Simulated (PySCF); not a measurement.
# Shapes and spin states of ClF₃

Level of theory: PySCF, PBE0, basis Cl def2-TZVP, F def2-TZVP (no relativity, density fitting).

Relaxations began from a few typed shapes and spin states; open shells are unrestricted. The search is not exhaustive: other isomers or separated fragments can lie lower, and high-lying points may rest on an excited occupation.

Question: Which is the lowest minimum found?
A. triplet C3v: Cl–F 1.741 Å (×3); F–Cl–F 85.9° (×3)
B. singlet C2v: Cl–F 1.595 Å, Cl–F 1.694 Å (×2); F–Cl–F 87.5° (×2), F–Cl–F 174.9°
C. triplet Cs: Cl–F 1.676 Å (×2), Cl–F 2.101 Å; F–Cl–F 93.3° (×2), F–Cl–F 154.5°
D. triplet C2v: Cl–F 1.673 Å (×2), Cl–F 2.070 Å; F–Cl–F 90.2° (×2), F–Cl–F 179.5°
E. triplet Cs: Cl–F 1.577 Å, Cl–F 2.100 Å (×2); F–Cl–F 93.9° (×2), F–Cl–F 103.3°
F. singlet D3h: Cl–F 1.718 Å (×3); F–Cl–F 120.0° (×3)

Answer: B. The others lie at 97.7 (singlet D3h, a saddle point), 160.3 (triplet Cs), 173.3 (triplet C2v, a saddle point), 222.3 (triplet Cs), 253.7 (triplet C3v, a saddle point) kJ/mol above it.

Counting electrons, chlorine keeps 4 of its valence electrons outside its bonds, so the VSEPR class is AX3E2 and the expected shape is T-shaped (C2v), as computed.
